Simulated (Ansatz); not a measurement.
The inner images of a band of BFH2 + H2 (6 atoms, charge 0, multiplicity 1) are given out of order.

Computed with Ansatz 0.2.0, RKS B3LYP/def2-SVP.

First end point:

```xyz
6
Properties=species:S:1:pos:R:3
B -0.010 0.474 0.024
F -0.022 0.992 1.237
H 1.061 0.292 -0.501
H -1.072 0.226 -0.494
H 0.080 -2.388 0.643
H 0.075 -2.122 1.357
```

Last end point:

```xyz
6
Properties=species:S:1:pos:R:3
B 0.014 -0.351 -0.251
F 0.012 -0.055 1.700
H 1.038 0.227 -0.514
H -1.045 0.163 -0.508
H 0.051 -1.557 -0.117
H 0.041 -0.952 1.954
```

Question: Put them in order from the first end to the last, with their energies above the first end.
A.
```xyz
6
Properties=species:S:1:pos:R:3
B -0.006 0.378 0.057
F -0.014 0.883 1.277
H 1.061 0.207 -0.479
H -1.069 0.141 -0.464
H 0.093 -2.193 0.578
H 0.047 -1.941 1.294
```
B.
```xyz
6
Properties=species:S:1:pos:R:3
B 0.013 -0.322 -0.159
F 0.014 -0.026 1.720
H 1.051 0.184 -0.487
H -1.055 0.124 -0.477
H 0.048 -1.524 0.099
H 0.041 -0.962 1.567
```
C.
```xyz
6
Properties=species:S:1:pos:R:3
B 0.009 -0.104 0.140
F 0.018 0.225 1.565
H 1.049 0.078 -0.452
H -1.050 0.036 -0.429
H 0.041 -1.569 0.344
H 0.044 -1.191 1.096
```
D.
```xyz
6
Properties=species:S:1:pos:R:3
B 0.010 -0.223 0.020
F 0.015 0.048 1.635
H 1.056 0.123 -0.456
H -1.059 0.066 -0.440
H 0.047 -1.517 0.276
H 0.042 -1.022 1.229
```
E.
```xyz
6
Properties=species:S:1:pos:R:3
B 0.003 0.173 0.145
F -0.005 0.618 1.402
H 1.063 0.071 -0.424
H -1.054 0.019 -0.417
H 0.055 -1.835 0.422
H 0.049 -1.572 1.135
```
F.
```xyz
6
Properties=species:S:1:pos:R:3
B 0.010 0.042 0.179
F 0.018 0.430 1.484
H 1.054 0.047 -0.433
H -1.047 0.018 -0.411
H 0.035 -1.683 0.369
H 0.042 -1.381 1.075
```
G.
```xyz
6
Properties=species:S:1:pos:R:3
B -0.002 0.280 0.098
F -0.012 0.774 1.327
H 1.064 0.121 -0.444
H -1.063 0.065 -0.436
H 0.077 -2.007 0.501
H 0.047 -1.758 1.219
```

Answer: A (+0.01 eV), G (+0.05 eV), E (+0.16 eV), F (+0.46 eV), C (+1.14 eV), D (+1.72 eV), B (+1.40 eV).

Run time: 55 s on 1 thread of Intel(R) Xeon(R) 6975P-C (Granite Rapids) (shared host), peak memory 0.094 GiB.
